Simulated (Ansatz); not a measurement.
Sr (fcc, Cu type): values from a third-order Birch-Murnaghan fit to a volume scan beside measured ones. Computed values: PBE (plane waves to 420 eV, PAW, scalar-relativistic; Ansatz, a first-principles code). Sr was relaxed with its symmetry unable to fall.

```
quantity                reference                                       kind
----------------------  ---------  -----------------------------------------
Lattice constant a (Å)      6.045  measured, corrected to the static lattice
Bulk modulus B₀ (GPa)        12.5  measured, corrected to the static lattice
```

References as given in: Gábor I. Csonka, John P. Perdew, Adrienn Ruzsinszky et al., Physical Review B (2009), arXiv:0903.4037; H. Levämäki, M. P. J. Punkkinen, K. Kokko et al., Physical Review B (2014), arXiv:1402.3671.

Task: Estimate the PBE values and the sign and size of each difference.

Result: 
| quantity | PBE | difference |
|---|---|---|
| Lattice constant a (Å) | 6.030 | -0.2 % |
| Bulk modulus B₀ (GPa) | 11.6 | -7.1 % |

For the lattice constant a it lies within 0.3 % of the reference. PBE underestimates the bulk modulus B₀ by 7.1 %.

(Under strain, the slope of the energy per volume gives the stress and its curvature an elastic modulus.)
